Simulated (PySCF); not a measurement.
Gas-phase reaction: BF₂ + 3 H = BH₂F + HF

Energies from PySCF (xtb for GFN2), thermal terms from the rigid-rotor harmonic-oscillator model, ideal gas at 1 bar. † marks an energy on the PBE0/def2-TZVP geometry and frequencies; other levels use their own. MP2 freezes the core. 6-31G* has spherical d functions here. Open shells (unrestricted): BF₂ (multiplicity 2), H (multiplicity 2); the rest are closed-shell singlets. GFN2 has no spin-polarisation term. B3LYP is the form with VWN-RPA correlation. BH₂F: computed as isolated molecules; such fragments, hydroxides, amides, oligomers or adducts are transient or little studied in the gas. MP2 isn't extrapolated to the basis-set limit.

```tsv
level	ΔH°(298 K), kJ
B3LYP/6-31G*	-690
BLYP/def2-TZVP†	?
GFN2-xTB	?
M06-2X/def2-TZVP†	-705
MP2/def2-TZVPP†	-695
PBE/def2-SVP	-654
PBE0/def2-SVP†	?
r2SCAN/def2-TZVP†	?
LDA/def2-TZVP†	-751
ωB97X-V/def2-TZVP†	-721
```

Question: Some entries are withheld; supply them.

Answer: 
- BLYP/def2-TZVP†, ΔH°(298 K), kJ: -708
- GFN2-xTB, ΔH°(298 K), kJ: -926
- PBE0/def2-SVP†, ΔH°(298 K), kJ: -668
- r2SCAN/def2-TZVP†, ΔH°(298 K), kJ: -687
